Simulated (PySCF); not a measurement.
O2, SMILES O=O (connectivity only; charge and spin as stated), charge +1, multiplicity 2.

Geometry optimised at B3LYP-D3(BJ)/def2-TZVPD.

Computed with B3LYP-D3(BJ)/def2-TZVPD in PySCF.

No scaling factor is applied to the harmonic values.

```json
[
 {"mode": "1", "ν (cm⁻¹)": "2053", "IR (km/mol)": "0.0", "moving atoms (share of kinetic energy)": "O 100 %"}
]
```
